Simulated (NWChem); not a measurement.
AlF3; SMILES [F][Al]([F])[F]

```xyz
4

Al     0.0000     0.0000     0.0000
F     -0.4630    -1.5733     0.0000
F     -1.1310     1.1876     0.0000
F      1.5940     0.3857     0.0000
```
Atoms are numbered in this order, from 1.

Results from NWChem. Pople sets run with spherical d functions. All runs use the structure optimised with B3LYP/6-31G* (spherical d). Vertical excitations in the gas phase; the lowest state need not have the same character in each row.

For level PBE/6-31G*, full TDDFT:

```yaml
lowest excitation, singlet (eV): 6.93
lowest state with f > 0.02, singlet (eV): 7.70
oscillator_strength_of_that_bright_state: 0.057
orbital gap (eV): 6.84
```

Problem. What are these values for level Hartree-Fock/6-31G*, TDHF?

Solution. 
* **lowest excitation, singlet (eV)**: 11.10
* **lowest state with f > 0.02, singlet (eV)**: 11.87
* **oscillator strength of that bright state**: 0.127
* **orbital gap (eV)**: 18.60
